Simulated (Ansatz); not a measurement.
Born–Oppenheimer molecular dynamics of BH₅O₂ (8 atoms, charge 0, multiplicity 1). It starts at the highest image of a converged band. Of that band: The profile has 2 maxima (images 2, 4) with wells between them (image 3): this band takes more than one step, which may be the mechanism or a detour left from its start path. Neighbouring images differ by up to 2.0 eV, so the band resolves the path poorly. A vibrational analysis at the climbing image gives one clearly imaginary mode, 1344i cm⁻¹: a first-order saddle point.

Computed with RKS BLYP/6-31G* in Ansatz.

* ensemble: NVE (velocity Verlet)
* time step: 0.5 fs
* steps asked: 200
* starting velocities drawn for: 100 K
* seed: 10948

Frames 5 fs apart, positions in Å, forces in eV/Å.

Velocities at 15 fs (Å/ps):

```
B 2.30 9.10 -3.94
H -15.18 -6.19 28.19
O -0.73 0.30 -0.11
H 2.55 -6.38 9.87
H -8.95 -5.84 13.40
O 1.18 -2.54 -2.88
H -2.16 9.16 0.11
H -8.10 -52.89 38.10
```

```xyz
8
Properties=species:S:1:pos:R:3:forces:R:3 time_fs=15 energy_less_start_eV=-0.303 T=491
B 0.067 0.194 0.121 0.65 2.58 -0.56
H -0.341 -0.385 1.522 -0.18 -1.34 0.35
O 1.409 -0.155 -0.094 -0.59 0.10 0.29
H 1.483 -0.816 -0.802 0.03 -0.21 -0.10
H -0.830 -0.160 -0.599 -0.03 -0.20 0.32
O -0.088 1.674 0.689 0.53 -1.00 -1.32
H 0.848 1.962 0.808 -0.14 0.07 0.00
H -0.255 0.396 1.522 -0.27 0.01 1.02
8
Properties=species:S:1:pos:R:3:forces:R:3 time_fs=20 energy_less_start_eV=-1.284 T=1756
B 0.086 0.273 0.095 0.42 2.68 -0.61
H -0.444 -0.611 1.722 0.10 0.70 0.74
O 1.400 -0.152 -0.092 -0.43 -0.01 -0.05
H 1.492 -0.872 -0.758 -0.21 0.15 0.33
H -0.866 -0.209 -0.486 0.24 0.06 0.36
O -0.078 1.650 0.664 0.25 -2.00 -1.23
H 0.823 2.010 0.808 0.05 -0.03 0.05
H -0.321 0.168 1.819 -0.42 -1.54 0.41
8
Properties=species:S:1:pos:R:3:forces:R:3 time_fs=25 energy_less_start_eV=-2.054 T=2747
B 0.114 0.404 0.054 0.26 -2.06 -1.01
H -0.556 -0.891 2.062 -0.21 -1.43 -0.10
O 1.386 -0.148 -0.090 0.12 0.93 0.21
H 1.457 -0.924 -0.667 -0.33 -0.26 -0.07
H -0.853 -0.243 -0.296 0.09 0.38 -0.08
O -0.064 1.602 0.623 0.08 1.36 0.43
H 0.793 2.048 0.816 -0.12 -0.13 0.03
H -0.453 -0.211 2.243 0.10 1.20 0.58
8
Properties=species:S:1:pos:R:3:forces:R:3 time_fs=30 energy_less_start_eV=-1.798 T=2417
B 0.148 0.487 -0.010 0.03 -6.11 -1.23
H -0.683 -1.258 2.456 0.02 0.15 0.12
O 1.373 -0.133 -0.086 0.99 0.04 -0.67
H 1.346 -0.995 -0.561 -0.16 0.39 0.24
H -0.825 -0.202 -0.131 -0.37 0.02 -0.82
O -0.051 1.577 0.589 -0.76 5.54 2.29
H 0.756 2.068 0.835 0.29 0.16 0.09
H -0.601 -0.565 2.735 -0.04 -0.18 -0.03
8
Properties=species:S:1:pos:R:3:forces:R:3 time_fs=35 energy_less_start_eV=-1.914 T=2567
B 0.178 0.458 -0.092 -2.38 0.35 2.29
H -0.805 -1.622 2.861 0.07 1.09 0.62
O 1.376 -0.117 -0.092 1.71 -1.00 -0.87
H 1.208 -1.021 -0.421 0.50 -0.23 -0.08
H -0.864 -0.151 -0.150 0.08 -0.16 -1.00
O -0.045 1.622 0.582 0.10 1.24 -0.23
H 0.764 2.105 0.867 0.00 -0.19 -0.13
H -0.758 -0.935 3.244 -0.08 -1.09 -0.61
8
Properties=species:S:1:pos:R:3:forces:R:3 time_fs=40 energy_less_start_eV=-1.947 T=2611
B 0.162 0.428 -0.130 -1.44 2.92 2.72
H -0.926 -1.935 3.305 -0.02 -1.23 -0.87
O 1.401 -0.115 -0.110 0.07 -1.23 -0.51
H 1.186 -1.064 -0.289 0.80 0.11 -0.16
H -0.888 -0.130 -0.391 0.48 0.08 -0.36
O -0.040 1.689 0.574 -0.08 -1.66 -1.62
H 0.791 2.109 0.877 0.18 -0.23 -0.08
H -0.919 -1.357 3.718 0.02 1.22 0.87
8
Properties=species:S:1:pos:R:3:forces:R:3 time_fs=45 energy_less_start_eV=-2.046 T=2737
B 0.117 0.454 -0.112 1.28 1.25 0.61
H -1.049 -2.299 3.719 -0.02 0.32 0.29
O 1.427 -0.129 -0.134 -1.63 0.59 0.49
H 1.331 -1.102 -0.199 0.11 0.05 -0.35
H -0.809 -0.086 -0.712 0.26 0.42 0.63
O -0.036 1.734 0.544 0.14 -2.05 -1.35
H 0.841 2.054 0.865 -0.16 -0.26 -0.04
H -1.077 -1.730 4.223 0.02 -0.32 -0.28
8
Properties=species:S:1:pos:R:3:forces:R:3 time_fs=50 energy_less_start_eV=-1.800 T=2421
B 0.097 0.508 -0.081 2.32 -1.24 -1.81
H -1.170 -2.644 4.141 -0.10 0.75 0.84
O 1.432 -0.135 -0.152 -1.57 1.49 1.18
H 1.501 -1.112 -0.187 -0.54 0.24 -0.28
H -0.680 0.046 -0.895 -0.49 0.19 0.87
O -0.029 1.750 0.495 0.37 -0.87 -0.18
H 0.868 1.949 0.852 -0.09 0.20 0.22
H -1.237 -2.121 4.721 0.10 -0.75 -0.83
8
Properties=species:S:1:pos:R:3:forces:R:3 time_fs=55 energy_less_start_eV=-1.775 T=2389
B 0.127 0.536 -0.087 1.71 -2.09 -2.57
H -1.298 -2.957 4.607 0.21 -0.95 -1.30
O 1.413 -0.120 -0.152 -0.77 1.41 1.28
H 1.558 -1.080 -0.244 -0.69 0.09 -0.24
H -0.667 0.210 -0.897 -0.91 -0.55 0.18
O -0.016 1.753 0.443 0.91 0.60 1.15
H 0.862 1.889 0.883 -0.25 0.54 0.20
H -1.391 -2.545 5.175 -0.21 0.95 1.30
8
Properties=species:S:1:pos:R:3:forces:R:3 time_fs=60 energy_less_start_eV=-2.096 T=2802
B 0.187 0.526 -0.147 -2.24 0.70 -1.65
H -1.418 -3.308 5.023 -0.11 0.32 0.56
O 1.384 -0.086 -0.135 1.32 -0.50 0.71
H 1.459 -1.030 -0.360 -0.33 0.01 -0.27
H -0.819 0.261 -0.825 0.69 -0.61 0.44
O 0.009 1.762 0.406 0.67 0.08 0.83
H 0.806 1.947 0.960 -0.10 0.32 -0.06
H -1.552 -2.930 5.678 0.11 -0.32 -0.56
8
Properties=species:S:1:pos:R:3:forces:R:3 time_fs=65 energy_less_start_eV=-2.027 T=2713
B 0.204 0.530 -0.240 -2.38 3.03 1.46
H -1.541 -3.638 5.461 -0.21 0.38 0.87
O 1.373 -0.060 -0.107 1.82 -2.47 -0.62
H 1.288 -0.955 -0.528 0.49 0.32 0.26
H -0.853 0.168 -0.680 0.33 -0.49 -0.54
O 0.043 1.773 0.381 -0.50 -0.09 -0.17
H 0.728 2.071 1.018 0.24 -0.30 -0.38
H -1.710 -3.337 6.159 0.21 -0.38 -0.87
8
Properties=species:S:1:pos:R:3:forces:R:3 time_fs=70 energy_less_start_eV=-1.836 T=2468
B 0.176 0.592 -0.304 0.93 0.15 2.70
H -1.677 -3.957 5.943 0.43 -0.48 -1.55
O 1.385 -0.065 -0.088 -0.63 -0.38 -1.32
H 1.222 -0.849 -0.651 0.76 -0.63 0.17
H -0.806 -0.028 -0.643 0.12 0.53 -0.68
O 0.070 1.784 0.354 -1.74 0.80 -0.55
H 0.710 2.135 0.996 0.56 -0.47 -0.33
H -1.856 -3.755 6.596 -0.43 0.48 1.56
```

Of the whole run (100 fs, mean temperature of the second half 2588 K): The conserved energy stayed within 0.25 meV per atom of its start (net change 0.096 meV per atom), so the integration is sound. The kinetic energy rose, since the run started high on the potential surface and went downhill. It ends in pieces (BH3O2 + H2), so much of that is their flight and rotation, not heat. A run of 0.1 ps of so small a system gives no equilibrium averages. The orbitals stay closed-shell, which can raise the energy where a bond breaks towards radicals; this wasn't checked here.

Time of the run: 3.8 min on 1 thread of Arm Neoverse V1 (shared host), peak memory 0.091 GiB.
